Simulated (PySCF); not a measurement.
## How well do the runs reproduce experiment for nitrosomethane?

**Measured values to compare with.**

From NIST CCCBDB Release 22 (SRD 101), experimental dipoles, for the gas: dipole moment (microwave Stark effect, vibrational ground state) 2.32 D.

How close the calculation comes is told at the end.

Species: nitrosomethane, CH3NO.
Numbering: `[CH3:1][N:2]=[O:3]` (hydrogens: H4, H5, H6 on C1)

Structure used (PBE/def2-TZVP), in Å, numbered top down from 1:
```xyz
6
CH3NO angstrom
C     -0.4277    0.0751    0.1331
N      0.9056   -0.5691    0.2565
O      1.8257    0.1460   -0.0759
H     -0.8853    0.0408    1.1349
H     -1.0349   -0.5778   -0.5139
H     -0.3597    1.1009   -0.2562
```

Runs made with PySCF (gas phase, on this PBE/def2-TZVP geometry; no spin–orbit coupling):

| level | job | basis functions | wall time |
| --- | --- | --- | --- |
| PBE/def2-TZVP, grid level 1 | geometry optimisation from a GFN2-xTB start | 111 | 11 s |

Hardware: one thread, Intel Xeon Platinum 8488C (x86_64), no GPU, on a shared host.

**Comparison with experiment**

**Dipole moment.** Measured: 2.32 D (NIST CCCBDB Release 22 (SRD 101), experimental dipoles).

```json
{"level": "PBE/def2-TZVP", "computed (D)": "2.38", "computed − measured (D)": "+0.06", "% (from the printed values)": "+3"}
```

The computed dipoles belong to one fixed geometry; measured ones are averaged over vibrations unless marked μe. Magnitudes are compared, not signs.

The geometry is computed, not the measured one. Where a level misses, the cause wasn't examined.
